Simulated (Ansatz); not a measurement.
A made-up structure of CHBO, singlet:

```
4
angstrom
B -1.4716 -0.3846 0.1633
C 0.1337 0.3777 -0.0131
O 0.1723 -1.0218 -0.0246
H 1.1656 1.0287 -0.1256
```

It is relaxed with PBE-D4/def2-SVP and then PBE0-D4/def2-TZVP (Ansatz 0.2.0). Atoms count as bonded within 1.22 times the sum of their covalent radii (H–H: 0.88 Å). The end point is not checked to be a true minimum.

**Question.** Does its bonding change? (Judge from chemistry; the calculation decides.)

**Answer.** The calculation gives: No: no bond forms or breaks.

Where it ends: The first stage lowers the energy by 0.81 eV in 6 steps. It ends as CHBO ([B]1[CH][O]1):
```
4
angstrom
B -1.3138 -0.3440 0.1458
C 0.1193 0.3372 -0.0117
O 0.1542 -0.9123 -0.0220
H 1.0403 0.9191 -0.1121
```

Labels in which every atom is bracketed show which atoms are joined, not bond orders.

For scale, one of the runs: PBE0-D4/def2-TZVP relaxation, 99 basis functions, launched by `ansatz run in.yaml --threads 2 --pin off --events-out ev --progress --plain --max-ram 4352MiB`. Hardware: 2 CPU threads of an Arm Neoverse V2, shared host. Wall time about 8 s.
